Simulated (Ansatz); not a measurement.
Geometry optimisation of the cluster Li₃H₆⁻.

```yaml
crystal:
  periodic: [false, false, false]
  atoms:
    - {symbol: Li, position_ang: [-0.081400, -1.500060, 0.158600]}
    - {symbol: Li, position_ang: [-0.426950, 1.125160, 0.781190]}
    - {symbol: Li, position_ang: [-0.677710, 0.757040, -1.584810]}
    - {symbol: H, position_ang: [-0.147590, -2.955360, 0.424020]}
    - {symbol: H, position_ang: [-0.718250, 2.567360, 0.470460]}
    - {symbol: H, position_ang: [1.682630, -0.276460, 0.896390]}
    - {symbol: H, position_ang: [-1.363200, -0.331960, 0.516220]}
    - {symbol: H, position_ang: [0.671640, 0.613330, -2.143980]}
    - {symbol: H, position_ang: [1.060830, 0.000930, 0.481920]}
basis:
  gaussian: {orbitals: def2-TZVPD}
total_charge: -1
hamiltonian: {xc: pbe, dispersion: d4}
scf: {omitted_lower_state_checks: [starts]}
output: {orbitals: {seedname: orbitals}}
relax: {f_tol: 0.02, max_steps: 100}
```

```sh
$ ansatz run in.yaml --threads 4 --pin off --events-out ev --progress --plain --max-ram 3916MiB
```

Shortened log:

```
Functional definition: PBE
mean field -707.06162566 eV, -25.9840354795 hartree, gradient 2.9e-5 eV, S^2 0.000000; 0 other end points of the search recorded, 0 dependent functions left out
relax step   1: F+E_penalty+E_count = -707.28348033 eV  Δ(F+E_penalty+E_count) = +0.000e0 eV  max|allowed force component| = 1.512e0 eV/Å  Δτ_max = 0.0000 Å  (25 SCF iters, accepted)
mean field -707.68275191 eV, -26.0068614481 hartree, gradient 8.3e-6 eV, S^2 0.000000; 0 other end points of the search recorded, 0 dependent functions left out
relax step   2: F+E_penalty+E_count = -707.89075990 eV  Δ(F+E_penalty+E_count) = -6.073e-1 eV  max|allowed force component| = 6.656e-1 eV/Å  Δτ_max = 0.1949 Å  (25 SCF iters, accepted)
mean field -707.98758520 eV, -26.0180638648 hartree, gradient 2.6e-5 eV, S^2 0.000000; 0 other end points of the search recorded, 0 dependent functions left out
relax step   3: F+E_penalty+E_count = -708.20503636 eV  Δ(F+E_penalty+E_count) = -3.143e-1 eV  max|allowed force component| = 4.821e-1 eV/Å  Δτ_max = 0.1950 Å  (24 SCF iters, accepted)
mean field -708.19728478 eV, -26.0257701824 hartree, gradient 9.7e-6 eV, S^2 0.000000; 0 other end points of the search recorded, 0 dependent functions left out
relax step   4: F+E_penalty+E_count = -708.39713957 eV  Δ(F+E_penalty+E_count) = -1.921e-1 eV  max|allowed force component| = 3.199e-1 eV/Å  Δτ_max = 0.1941 Å  (25 SCF iters, accepted)
mean field -708.29647208 eV, -26.0294152485 hartree, gradient 2.1e-5 eV, S^2 0.000000; 0 other end points of the search recorded, 0 dependent functions left out
relax step   5: F+E_penalty+E_count = -708.50455920 eV  Δ(F+E_penalty+E_count) = -1.074e-1 eV  max|allowed force component| = 6.545e-1 eV/Å  Δτ_max = 0.1988 Å  (24 SCF iters, accepted)
mean field -708.39346300 eV, -26.0329795990 hartree, gradient 1.6e-5 eV, S^2 0.000000; 0 other end points of the search recorded, 0 dependent functions left out
relax step   6: F+E_penalty+E_count = -708.60502982 eV  Δ(F+E_penalty+E_count) = -1.005e-1 eV  max|allowed force component| = 4.452e-1 eV/Å  Δτ_max = 0.1951 Å  (26 SCF iters, accepted)
mean field -708.48572865 eV, -26.0363702988 hartree, gradient 2.6e-5 eV, S^2 0.000000; 0 other end points of the search recorded, 0 dependent functions left out
relax step   7: F+E_penalty+E_count = -708.69889021 eV  Δ(F+E_penalty+E_count) = -9.386e-2 eV  max|allowed force component| = 1.298e-1 eV/Å  Δτ_max = 0.1957 Å  (26 SCF iters, accepted)
mean field -708.52017475 eV, -26.0376361697 hartree, gradient 2.3e-5 eV, S^2 0.000000; 0 other end points of the search recorded, 0 dependent functions left out
relax step   8: F+E_penalty+E_count = -708.73455522 eV  Δ(F+E_penalty+E_count) = -3.567e-2 eV  max|allowed force component| = 1.749e-1 eV/Å  Δτ_max = 0.1946 Å  (25 SCF iters, accepted)
mean field -708.53151196 eV, -26.0380528048 hartree, gradient 1.2e-5 eV, S^2 0.000000; 0 other end points of the search recorded, 0 dependent functions left out
relax step   9: F+E_penalty+E_count = -708.74813915 eV  Δ(F+E_penalty+E_count) = -1.358e-2 eV  max|allowed force component| = 7.059e-2 eV/Å  Δτ_max = 0.1145 Å  (26 SCF iters, accepted)
mean field -708.53808284 eV, -26.0382942800 hartree, gradient 6.9e-6 eV, S^2 0.000000; 0 other end points of the search recorded, 0 dependent functions left out
relax step  10: F+E_penalty+E_count = -708.75107823 eV  Δ(F+E_penalty+E_count) = -2.939e-3 eV  max|allowed force component| = 8.781e-2 eV/Å  Δτ_max = 0.0971 Å  (27 SCF iters, accepted)
mean field -708.54024088 eV, -26.0383735864 hartree, gradient 8.2e-6 eV, S^2 0.000000; 0 other end points of the search recorded, 0 dependent functions left out
relax step  11: F+E_penalty+E_count = -708.75355980 eV  Δ(F+E_penalty+E_count) = -2.482e-3 eV  max|allowed force component| = 4.255e-2 eV/Å  Δτ_max = 0.0313 Å  (27 SCF iters, accepted)
mean field -708.54469519 eV, -26.0385372796 hartree, gradient 9.1e-6 eV, S^2 0.000000; 0 other end points of the search recorded, 0 dependent functions left out
relax step  12: F+E_penalty+E_count = -708.75774854 eV  Δ(F+E_penalty+E_count) = -4.189e-3 eV  max|allowed force component| = 2.576e-1 eV/Å  Δτ_max = 0.0855 Å  (25 SCF iters, accepted)
mean field -708.50764185 eV, -26.0371755941 hartree, gradient 1.4e-5 eV, S^2 0.000000; 0 other end points of the search recorded, 0 dependent functions left out
relax step  13: F+E_penalty+E_count = -708.72036904 eV  Δ(F+E_penalty+E_count) = +3.738e-2 eV  max|allowed force component| = 1.099e0 eV/Å  Δτ_max = 0.1951 Å  (24 SCF iters, rejected (line search))
mean field -708.55322465 eV, -26.0388507311 hartree, gradient 8.0e-6 eV, S^2 0.000000; 0 other end points of the search recorded, 0 dependent functions left out
relax step  14: F+E_penalty+E_count = -708.76634592 eV  Δ(F+E_penalty+E_count) = -8.597e-3 eV  max|allowed force component| = 2.297e-1 eV/Å  Δτ_max = 0.0974 Å  (26 SCF iters, accepted)
mean field -708.56295768 eV, -26.0392084136 hartree, gradient 8.0e-6 eV, S^2 0.000000; 0 other end points of the search recorded, 0 dependent functions left out
relax step  15: F+E_penalty+E_count = -708.77533276 eV  Δ(F+E_penalty+E_count) = -8.987e-3 eV  max|allowed force component| = 3.764e-1 eV/Å  Δτ_max = 0.0973 Å  (25 SCF iters, accepted)
mean field -708.57751313 eV, -26.0397433166 hartree, gradient 1.0e-5 eV, S^2 0.000000; 0 other end points of the search recorded, 0 dependent functions left out
relax step  16: F+E_penalty+E_count = -708.79210419 eV  Δ(F+E_penalty+E_count) = -1.677e-2 eV  max|allowed force component| = 2.612e-1 eV/Å  Δτ_max = 0.1500 Å  (25 SCF iters, accepted)
mean field -708.58570871 eV, -26.0400444983 hartree, gradient 2.3e-5 eV, S^2 0.000000; 0 other end points of the search recorded, 0 dependent functions left out
relax step  17: F+E_penalty+E_count = -708.79993002 eV  Δ(F+E_penalty+E_count) = -7.826e-3 eV  max|allowed force component| = 8.693e-1 eV/Å  Δτ_max = 0.1955 Å  (24 SCF iters, accepted)
mean field -708.61181317 eV, -26.0410038195 hartree, gradient 1.9e-5 eV, S^2 0.000000; 0 other end points of the search recorded, 0 dependent functions left out
relax step  18: F+E_penalty+E_count = -708.82647844 eV  Δ(F+E_penalty+E_count) = -2.655e-2 eV  max|allowed force component| = 5.645e-1 eV/Å  Δτ_max = 0.1948 Å  (26 SCF iters, accepted)
mean field -708.64395045 eV, -26.0421848430 hartree, gradient 5.9e-6 eV, S^2 0.000000; 0 other end points of the search recorded, 0 dependent functions left out
relax step  19: F+E_penalty+E_count = -708.85361212 eV  Δ(F+E_penalty+E_count) = -2.713e-2 eV  max|allowed force component| = 9.450e-2 eV/Å  Δτ_max = 0.1931 Å  (26 SCF iters, accepted)
mean field -708.67135880 eV, -26.0431920811 hartree, gradient 2.5e-5 eV, S^2 0.000000; 0 other end points of the search recorded, 0 dependent functions left out
[...]
relax step  22: F+E_penalty+E_count = -708.92431620 eV  Δ(F+E_penalty+E_count) = -2.328e-2 eV  max|allowed force component| = 2.123e-1 eV/Å  Δτ_max = 0.1968 Å  (25 SCF iters, accepted)
mean field -708.74505736 eV, -26.0459004532 hartree, gradient 7.8e-6 eV, S^2 0.000000; 0 other end points of the search recorded, 0 dependent functions left out
relax step  23: F+E_penalty+E_count = -708.94540812 eV  Δ(F+E_penalty+E_count) = -2.109e-2 eV  max|allowed force component| = 4.054e-1 eV/Å  Δτ_max = 0.1947 Å  (25 SCF iters, accepted)
mean field -708.76757825 eV, -26.0467280807 hartree, gradient 8.9e-6 eV, S^2 0.000000; 0 other end points of the search recorded, 0 dependent functions left out
relax step  24: F+E_penalty+E_count = -708.96828892 eV  Δ(F+E_penalty+E_count) = -2.288e-2 eV  max|allowed force component| = 2.865e-1 eV/Å  Δτ_max = 0.1946 Å  (26 SCF iters, accepted)
mean field -708.79197850 eV, -26.0476247733 hartree, gradient 7.3e-6 eV, S^2 0.000000; 0 other end points of the search recorded, 0 dependent functions left out
relax step  25: F+E_penalty+E_count = -708.99292790 eV  Δ(F+E_penalty+E_count) = -2.464e-2 eV  max|allowed force component| = 4.242e-1 eV/Å  Δτ_max = 0.1989 Å  (25 SCF iters, accepted)
mean field -708.85289576 eV, -26.0498634413 hartree, gradient 8.0e-6 eV, S^2 0.000000; 0 other end points of the search recorded, 0 dependent functions left out
relax step  26: F+E_penalty+E_count = -709.05443495 eV  Δ(F+E_penalty+E_count) = -6.151e-2 eV  max|allowed force component| = 3.242e-1 eV/Å  Δτ_max = 0.1957 Å  (25 SCF iters, accepted)
mean field -708.94120081 eV, -26.0531085921 hartree, gradient 6.8e-6 eV, S^2 0.000000; 0 other end points of the search recorded, 0 dependent functions left out
relax step  27: F+E_penalty+E_count = -709.14099210 eV  Δ(F+E_penalty+E_count) = -8.656e-2 eV  max|allowed force component| = 5.065e-1 eV/Å  Δτ_max = 0.1952 Å  (25 SCF iters, accepted)
mean field -709.00497341 eV, -26.0554521921 hartree, gradient 1.3e-5 eV, S^2 0.000000; 0 other end points of the search recorded, 0 dependent functions left out
relax step  28: F+E_penalty+E_count = -709.20323682 eV  Δ(F+E_penalty+E_count) = -6.224e-2 eV  max|allowed force component| = 6.864e-1 eV/Å  Δτ_max = 0.1948 Å  (25 SCF iters, accepted)
mean field -709.00674883 eV, -26.0555174375 hartree, gradient 1.8e-5 eV, S^2 0.000000; 0 other end points of the search recorded, 0 dependent functions left out
relax step  29: F+E_penalty+E_count = -709.20726310 eV  Δ(F+E_penalty+E_count) = -4.026e-3 eV  max|allowed force component| = 7.862e-1 eV/Å  Δτ_max = 0.2000 Å  (26 SCF iters, accepted)
mean field -709.05318159 eV, -26.0572238099 hartree, gradient 1.4e-5 eV, S^2 0.000000; 0 other end points of the search recorded, 0 dependent functions left out
relax step  30: F+E_penalty+E_count = -709.24825650 eV  Δ(F+E_penalty+E_count) = -4.099e-2 eV  max|allowed force component| = 2.172e-1 eV/Å  Δτ_max = 0.1548 Å  (25 SCF iters, accepted)
mean field -709.05964812 eV, -26.0574614506 hartree, gradient 1.9e-5 eV, S^2 0.000000; 0 other end points of the search recorded, 0 dependent functions left out
relax step  31: F+E_penalty+E_count = -709.25621787 eV  Δ(F+E_penalty+E_count) = -7.961e-3 eV  max|allowed force component| = 6.497e-2 eV/Å  Δτ_max = 0.1601 Å  (24 SCF iters, accepted)
mean field -709.06499705 eV, -26.0576580199 hartree, gradient 1.2e-5 eV, S^2 0.000000; 0 other end points of the search recorded, 0 dependent functions left out
relax step  32: F+E_penalty+E_count = -709.26073409 eV  Δ(F+E_penalty+E_count) = -4.516e-3 eV  max|allowed force component| = 3.283e-2 eV/Å  Δτ_max = 0.0837 Å  (25 SCF iters, accepted)
mean field -709.06575416 eV, -26.0576858433 hartree, gradient 1.2e-5 eV, S^2 0.000000; 0 other end points of the search recorded, 0 dependent functions left out
relax step  33: F+E_penalty+E_count = -709.26104904 eV  Δ(F+E_penalty+E_count) = -3.149e-4 eV  max|allowed force component| = 2.608e-2 eV/Å  Δτ_max = 0.0441 Å  (25 SCF iters, accepted)
mean field -709.06600246 eV, -26.0576949683 hartree, gradient 1.2e-5 eV, S^2 0.000000; 0 other end points of the search recorded, 0 dependent functions left out
relax step  34: F+E_penalty+E_count = -709.26131006 eV  Δ(F+E_penalty+E_count) = -2.610e-4 eV  max|allowed force component| = 1.806e-2 eV/Å  Δτ_max = 0.0205 Å  (26 SCF iters, accepted)
mean field -709.06600246 eV, -26.0576949683 hartree, gradient 1.4e-5 eV, S^2 0.000000; 0 other end points of the search recorded, 0 dependent functions left out
Total energy: -709.26137884 eV, -26.0648749177 hartree
Atom 0 at    -0.458754    -1.246968    -1.034517 Å, force     0.004088    -0.002437     0.003953 eV/Å
Atom 1 at     0.414662     0.419751     0.493766 Å, force     0.001081    -0.009833    -0.005284 eV/Å
Atom 2 at    -1.125636     1.028960    -1.237639 Å, force    -0.016441    -0.000582    -0.011423 eV/Å
Atom 3 at     1.105167    -1.188532    -0.101250 Å, force     0.007640     0.010827    -0.003170 eV/Å
Atom 4 at     0.182673     1.985992    -0.413659 Å, force     0.005830    -0.008049     0.009645 eV/Å
Atom 5 at     1.226500    -0.533010     2.015329 Å, force     0.003897    -0.006409     0.005629 eV/Å
Atom 6 at    -1.332709    -0.161045     0.219164 Å, force    -0.007438     0.018059    -0.009401 eV/Å
Atom 7 at    -1.077789    -0.313184    -2.476729 Å, force     0.001741    -0.002299     0.010675 eV/Å
Atom 8 at     1.065886     0.008016     2.535545 Å, force    -0.000397     0.000723    -0.000625 eV/Å
Dipole moment:    -0.142616    -0.159719     0.653607 e Å
Checks for a lower state left out: starts
```

Hardware: 4 threads of Arm Neoverse V2 on a shared host. Wall time 20 s.

In the singlet, H6 and H9 lie 0.77 Å apart (atoms count from 1), so H2 has formed as a molecule. The structure comes from a short search, and lower isomers may exist.
